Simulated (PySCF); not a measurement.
Species: ethanethiol, C2H6S.
SMILES with atom numbers: `[CH3:1][CH2:2][SH:3]` (hydrogens: H4, H5, H6 on C1; H7, H8 on C2; H9 on S3)

Structure used (PBE0-D3(BJ)/def2-SVP), in Å, numbered top down from 1:
```
atom  x, y, z in Å
C1    -0.8108    0.5252    0.0986
C2     0.1165   -0.6576   -0.0991
S3     1.7158   -0.5056    0.7589
H4    -1.7767    0.3517   -0.4028
H5    -0.3765    1.4462   -0.3211
H6    -1.0000    0.7031    1.1675
H7    -0.3230   -1.5760    0.3207
H8     0.2972   -0.8563   -1.1668
H9     2.1577    0.5699    0.0708
```

Theory: PySCF 2.14.0, PBE0-D3(BJ)/def2-SVP geometry optimisation, gas phase.

Take the most abundant isotopes and a rigid rotor. The values belong to one conformer with, in the numbering `[CH3:1][CH2:2][SH:3]`, C1–C2–S3–H -64°.

Problem. Give the principal moments of inertia and the rotational constants in MHz.

Solution. Ia = 17.46, Ib = 95.84, Ic = 104.32 u·Å²; 505379 MHz·u·Å²/I gives A = 28952, B = 5273, C = 4844 MHz.

Problem. Classify the top.

Solution. A near-prolate asymmetric top. Ray's parameter κ = (2B − A − C)/(A − C) = -0.964; −1 is the prolate and +1 the oblate limit.

Problem. Is it planar, by Δ = Ic − Ia − Ib?

Solution. Not planar: Δ = Ic − Ia − Ib = -8.98 u·Å². For a rigid frame Δ = −2 Σ m c², so Σ m c² = 4.49 u·Å² lies off the ab plane: 4.38 from hydrogen and 0.11 from heavier atoms. The atom farthest from that plane is 1.09 Å away.

Problem. Give the other two planar moments, Paa and Pbb, and the rms extents of the mass along the axes.

Solution. Paa = Σ m a² = (Ib + Ic − Ia)/2 = 91.36 and Pbb = Σ m b² = (Ia + Ic − Ib)/2 = 12.97 u·Å². With the mass M = 62.02 u, the rms extents √(P/M) along a, b and c are 1.21, 0.46, 0.27 Å.

Problem. Which lines would a microwave search look for?

Solution. The dipole components are |μa| = 1.43 D, |μb| = 0.11 D, |μc| = 0.78 D. The squared components, which scale the intensities, stand as 1.00 : 0.01 : 0.30 (a : b : c). Some lines, for components of 0.1 D or more:

| type | branch | J(Ka,Kc) | MHz | lower level (cm⁻¹) |
| --- | --- | --- | --- | --- |
| a | Q | 2(1,1) ← 2(1,2) | 1286 | 1.788 |
| a | R | 1(0,1) ← 0(0,0) | 10117 | 0.000 |
| a | R | 2(1,2) ← 1(1,1) | 19806 | 1.127 |
| a | R | 2(0,2) ← 1(0,1) | 20229 | 0.337 |
| a | R | 2(1,1) ← 1(1,0) | 20663 | 1.142 |
| c | Q | 1(1,1) ← 1(0,1) | 23679 | 0.337 |
| b | Q | 2(1,1) ← 2(0,2) | 24542 | 1.012 |
| c | R | 1(1,0) ← 0(0,0) | 34225 | 0.000 |
| b | R | 2(2,1) ← 1(1,0) | 91701 | 1.142 |
| c | R | 2(2,0) ← 1(1,0) | 91707 | 1.142 |
| c | R | 2(2,1) ← 1(1,1) | 92130 | 1.127 |

No frequency check. Constants of a rigid frame at the computed geometry: no zero-point averaging, no centrifugal distortion. A rigid rotor knows nothing of internal rotation, which can split or shift real lines.

Rough CPU time on one thread of a shared machine: about 4 s. These figures are those of the optimisation.
